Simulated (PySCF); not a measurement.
# C4H8O (cyclopropylmethanol): the cost of one run

Computed with PySCF 2.14.0 and routines of our own; the level stands in each step. Atoms count from 0.

## 1. The starting structure

13 atoms, charge 0, multiplicity 1; geometry from: GFN2-xTB.

## 2. Relaxing the molecule at PBE0-D3(BJ)/def2-TZVP

Job settings and geometry (Å):

```
{"job": {"xc": "PBE0", "basis": "def2-TZVP", "d3": "d3bj", "grid": 2, "kind": "geom"}, "charge": 0, "multiplicity": 1}
O      2.074350    -0.808856    -0.619076
C      1.307485     0.257406    -0.105323
C     -0.146511     0.169595    -0.510246
C     -1.088722    -0.669358     0.302649
C     -1.197053     0.824522     0.332563
H      1.658960    -1.637461    -0.353478
H      1.386393     0.291741     0.991946
H      1.764197     1.163794    -0.512620
H     -0.290602     0.174604    -1.583961
H     -0.704997    -1.164105     1.183187
H     -1.855019    -1.231119    -0.209411
H     -0.877740     1.338178     1.226758
H     -2.035130     1.291546    -0.160716
```

Launch:

```bash
> OMP_NUM_THREADS=1 python excited_run.py task.json out
```

One launch serves the whole session: the jobs run in the order shown.

Q: Estimate the wall time and peak memory of this first job on 1 thread of Arm Neoverse V2, shared host.

About 72 s, with a peak of 0.92 GiB.
